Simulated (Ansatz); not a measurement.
## doublet AlH(-): levels of theory in one basis

| atom | x (Å) | y (Å) | z (Å) |
| --- | --- | --- | --- |
| Al | 0.0000 | 0.0000 | -0.8583 |
| H | 0.0000 | 0.0000 | 0.8583 |

Basis set: def2-SVP (spherical functions). Frozen core: 5 orbitals. Correlation on ROHF uses semicanonical orbitals with singles. Charge -1, multiplicity 2.

Computed with Ansatz (development build ahead of 0.2.0); each method stands on the lowest determinant of its kind that the runs found.

```
  method  E − E(ROHF) (eV)  <S²> of the determinant
    ROHF              0.00                     0.75
     UHF             -0.07                     0.82
ROHF-MP2             -1.49                        –
 UHF-MP2             -1.46                     0.82
```

Q: What does ROHF-CCSD(T) give on the same scale?

A: -2.06 eV.

Caution: no diffuse functions for an anion.
